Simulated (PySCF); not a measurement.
CH3F, charge +1, multiplicity 2. Atoms are numbered in the order given.

```xyz
5

C      0.0828     0.5663     0.0000
F     -0.0188    -0.7167     0.0000
H      1.0886     0.9794     0.0000
H     -0.7083     1.0367    -0.7247
H     -0.7083     1.0367     0.7247
```
Charge +1, spin multiplicity 2.

Coordinates come from a B3LYP-D3(BJ)/def2-TZVP optimisation. The spin state was assumed, not searched.

The numbers are results of PySCF with B3LYP/def2-TZVPD, not measurements.

Gas-phase values at a fixed geometry.

Computed frontier levels, dipole moment and polarisability:
```json
{
  "α spin, highest occupied and lowest empty level": "-18.48 and -6.20 eV",
  "β spin, highest occupied and lowest empty level": "-19.05 and -14.68 eV",
  "dipole_moment_about_the_centre_of_nuclear_charge": "3.82 D",
  "mean_static_polarisability": "14.6 bohr³ (2.17 Å³)",
  "polarisability_principal_values": "12.8, 13.0, 18.0 bohr³",
  "⟨S²⟩": "0.753 (pure state 0.75)"
}
```
